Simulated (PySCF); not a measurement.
## Circular dichroism: `O=[S@@]1CC[C@@H]1F`, C$_{3}$H$_{5}$FOS

Cartesian coordinates in Å; atom numbers follow the order of the lines, from 1:
```xyz
11

O     0.2260    2.0547    1.1664
S     0.2220    1.5477   -0.1939
C    -1.1159    0.2384   -0.2952
C    -0.1652   -0.8608    0.1676
C     1.1118   -0.1389   -0.2278
F     2.1629   -0.2728    0.6161
H    -1.4328    0.1349   -1.3290
H    -1.9635    0.4427    0.3502
H    -0.1932   -0.9670    1.2521
H    -0.3086   -1.8408   -0.2887
H     1.4620   -0.3353   -1.2438
```

Method used: TDDFT B3LYP/def2-SVPD circular dichroism and optical rotation, one conformer, gas phase in PySCF. Geometry: GFN2-xTB.

Problem. Assign R or S to each stereocentre.

Solution. S2 R, C5 R.

Problem. List the lowest 2 singlet excitations with oscillator and rotatory strengths.

Solution. Rotatory strengths R in 10⁻⁴⁰ esu² cm², velocity form and length form (origin at the centre of mass); f in length form.
```tsv
state	E (eV)	λ (nm)	f	R (velocity)	R (length)	main
1	4.97	250	0.022	+2.6	+7.9	HOMO→LUMO 0.98
2	5.35	232	0.005	+4.4	-0.9	HOMO→LUMO+1 0.95
```

For state 2 the two forms differ in sign, so the sign of R isn't settled.

Among the states computed, the strongest CD band (largest |R|) is state 2. The largest dissymmetry factor in size, g = 4R/(D+G), with D and G the electric and magnetic dipole strengths, is +0.0037 for state 2 (velocity form, f = 0.010), among bands with |R| over 0.5. The mirror image has the same energies and oscillator strengths and all R with the opposite sign.
